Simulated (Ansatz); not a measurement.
We consider SrZrS₃ (Pnma, No. 62; cell taken from a computed entry), described by PBE0 (plane waves, PAW; Ansatz, a first-principles code).

Numerical settings: plane-wave cutoff 460 eV, 4×6×2 k mesh (along the axes of the cell as run), Fermi–Dirac smearing 0.01 eV, scalar-relativistic PAW data made under PBE.

Cell (relaxed with PBEsol):

```cif
data_S12Sr4Zr4
_chemical_formula_sum 'Sr4 Zr4 S12'
_space_group_name_H-M_alt 'P 1'
_space_group_IT_number 1
_cell_length_a 8.44061
_cell_length_b 3.78534
_cell_length_c 13.78608
_cell_angle_alpha 90.000
_cell_angle_beta 90.000
_cell_angle_gamma 90.000
loop_
_space_group_symop_operation_xyz
  'x, y, z'
loop_
_atom_site_label
_atom_site_type_symbol
_atom_site_fract_x
_atom_site_fract_y
_atom_site_fract_z
_atom_site_occupancy
Sr1 Sr 0.06479 0.25000 0.17852 1
Sr2 Sr 0.93521 0.75000 0.82148 1
Sr3 Sr 0.43521 0.75000 0.67852 1
Sr4 Sr 0.56479 0.25000 0.32148 1
Zr1 Zr 0.67103 0.75000 0.05779 1
Zr2 Zr 0.32897 0.25000 0.94221 1
Zr3 Zr 0.82897 0.25000 0.55779 1
Zr4 Zr 0.17103 0.75000 0.44221 1
S1 S 0.66132 0.75000 0.48699 1
S2 S 0.33868 0.25000 0.51301 1
S3 S 0.83868 0.25000 0.98699 1
S4 S 0.16132 0.75000 0.01301 1
S5 S 0.20712 0.25000 0.78154 1
S6 S 0.79288 0.75000 0.21846 1
S7 S 0.29288 0.75000 0.28154 1
S8 S 0.70712 0.25000 0.71846 1
S9 S 0.48079 0.25000 0.10747 1
S10 S 0.51921 0.75000 0.89253 1
S11 S 0.01921 0.75000 0.60747 1
S12 S 0.98079 0.25000 0.39253 1
```

Problem. Predict the band gap.

Solution. 
band gap: 1.87 eV (on the SCF k mesh)

Note: cell and atoms aren't relaxed at this level (pressure 2.3 GPa); this cell isn't known to be the ambient phase, and symmetry holds it in the calculation.

Spin–orbit coupling is not included.

Computed values are for the static lattice.

The result took very roughly 27 core-minutes.
